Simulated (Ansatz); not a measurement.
Input file for AlCl4−, SMILES `[Cl][Al-]([Cl])([Cl])[Cl]`:

```yaml
crystal:
  periodic: [false, false, false]
  atoms:
    - {symbol: Cl, position_ang: [-0.994124, -0.096185, 1.909899]}
    - {symbol: Al, position_ang: [0.000002, 0.000005, 0.000001]}
    - {symbol: Cl, position_ang: [1.675448, -1.355756, -0.006918]}
    - {symbol: Cl, position_ang: [-1.381374, -0.557062, -1.557795]}
    - {symbol: Cl, position_ang: [0.700038, 2.008999, -0.345186]}
basis:
  gaussian: {orbitals: def2-TZVPPD}
total_charge: -1
correlation: {method: ccsd_t}
output: {orbitals: {seedname: orbitals}}
```

```sh
$ ansatz run in.yaml --threads 2 --pin off --events-out ev --progress --plain
```

Log, shortened:

```
Functional definition: HF
1465 factors; integrals over basis functions are off by at most 1.0e-3 eV
mean field evaluation 1: about -56608.3435 eV, gradient 2.0e1 eV
mean field evaluation 2: about -56608.4920 eV, gradient 2.0e1 eV
mean field evaluation 4: about -56609.8013 eV, gradient 1.6e0 eV
mean field evaluation 8: about -56609.8294 eV, gradient 8.6e-2 eV
mean field -56609.82948595 eV, -2080.3728620881 hartree, gradient 2.9e-6 eV, S^2 0.000000; 0 other end points of the search recorded, 0 dependent functions left out
25 core orbitals not correlated: weight in the atoms' cores, before any rotation towards them, 1.000 or more for the frozen orbitals, at most 0.000 for the correlated occupied ones
reference -56609.82948595 eV, -2080.3728620881 hartree; 16, 16 occupied and 211, 211 virtual orbitals, 1465 factors
second order -22.98334277 eV of doubles, -0.00000000 eV of singles
cycle   1  -24.14079014 eV  change    -1.2e0 eV  update   8.1e-2
cycle   2  -24.58783674 eV  change   -4.5e-1 eV  update   2.2e-2
cycle   3  -24.65147895 eV  change   -6.4e-2 eV  update   8.8e-3
cycle   4  -24.64369414 eV  change    7.8e-3 eV  update   1.9e-3
cycle   5  -24.64325476 eV  change    4.4e-4 eV  update   5.7e-4
cycle   6  -24.64314663 eV  change    1.1e-4 eV  update   1.5e-4
cycle   7  -24.64307771 eV  change    6.9e-5 eV  update   5.0e-5
cycle   8  -24.64308000 eV  change   -2.3e-6 eV  update   1.5e-5
perturbative correction -1.07398089 eV, -0.0394680699 hartree
Total energy: -56635.54654685 eV, -2081.3179466445 hartree
```

Run time 93 s (2 threads of a server CPU on a shared host); peak host memory 3 GiB.

MP2 recovers 89.4 % of the CCSD(T) correlation energy and the triples give 4.2 %; T1 = 0.0070.
